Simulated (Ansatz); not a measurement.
## Multireference treatment of C2H2, singlet

Computed with Ansatz's Gaussian-basis code (development build); NEVPT3, NEVPT4(SD), MRCISD by development code. Basis cc-pVTZ, nonrelativistic, 2 orbitals frozen in the corrections. State-specific CASSCF; RHF is the lowest restricted (open-shell) Hartree–Fock solution met. Solutions may break the symmetry of the shape. No proof that the lowest CASSCF solution was found.

Geometry:

```
atom   x (Å)   y (Å)    z (Å)
   C  0.0000  0.0000   0.6081
   C  0.0000  0.0000  -0.6081
   H  0.0000  0.0000  -1.6740
   H  0.0000  0.0000   1.6740
```

(1) What do CASSCF and its corrections give against RHF in CAS(4,4), and what are the occupations?

(2) How do single-reference totals in the same basis and frozen core stand against SC-NEVPT2 in CAS(4,4)?

Answers

(1) CASSCF -1.894 eV, SC-NEVPT2 -8.361 eV, FIC-NEVPT2 -8.367 eV, NEVPT3 -8.967 eV, NEVPT4(SD) -9.182 eV, MRCISD -8.656 eV; occupations 1.94, 1.94, 0.06, 0.06. The MRCI reference weight is 0.925.

(2) CCSD(T) -0.889 eV. Coupled cluster stands on the determinant that it favours, which can lie over the RHF solution above, and is in doubt where the occupations are far from 0, 1 and 2.
